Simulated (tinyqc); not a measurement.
Inside a calculation. Method: Pariser-Parr-Pople SCF with singles CI, for the molecule Fc1cnc[cH-]1 (SMILES; centres numbered as the heavy atoms are written). One step of it, computed by the program tinyqc.

Task: PPP integrals. Ohno: gamma = 14.399645/sqrt(R^2 + a^2), a = 2 x 14.399645/(gamma_rr + gamma_ss); H_rr = -W_r - sum_(s != r) z_s gamma_rs; H_rs = beta for bonds.

Centres (angstrom, eV; a flat drawing with bonds scaled to 1.40 angstrom):
```
centre          x          y  core charge z          W   gamma_rr
1F       2.159000   0.000000              2  39.000000  21.400000
2C       0.759000   0.000000              1  11.160000  11.130000
3C      -0.064000   1.133000              1  11.160000  11.130000
4N      -1.395000   0.700000              1  14.100000  12.300000
5C      -1.395000  -0.700000              1  11.160000  11.130000
6C      -0.064000  -1.133000              1  11.160000  11.130000
```

Resonance integrals (eV):
```
i  j       beta
1  2  -1.950000
2  3  -2.220000
3  4  -2.330000
4  5  -2.330000
5  6  -2.220000
6  2  -2.220000
```

Give: repulsion gamma_rs; core matrix H.

Result:

repulsion gamma_rs (eV), order 1F, 2C, 3C, 4N, 5C, 6C:
```
[[21.4000, 8.6931, 5.4390, 3.8691, 3.8616, 5.4390],
 [8.6931, 11.1300, 7.5528, 5.5879, 5.5206, 7.5528],
 [5.4390, 7.5528, 11.1300, 7.7303, 5.5199, 5.5185],
 [3.8691, 5.5879, 7.7303, 12.3000, 7.7292, 5.5872],
 [3.8616, 5.5206, 5.5199, 7.7292, 11.1300, 7.5548],
 [5.4390, 7.5528, 5.5185, 5.5872, 7.5548, 11.1300]]
```

core matrix H (eV), order 1F, 2C, 3C, 4N, 5C, 6C:
```
[[-66.3018, -1.9500, 0.0000, 0.0000, 0.0000, 0.0000],
 [-1.9500, -54.7604, -2.2200, 0.0000, 0.0000, -2.2200],
 [0.0000, -2.2200, -48.3594, -2.3300, 0.0000, 0.0000],
 [0.0000, 0.0000, -2.3300, -48.4727, -2.3300, 0.0000],
 [0.0000, 0.0000, 0.0000, -2.3300, -45.2077, -2.2200],
 [0.0000, -2.2200, 0.0000, 0.0000, -2.2200, -48.2513]]
```
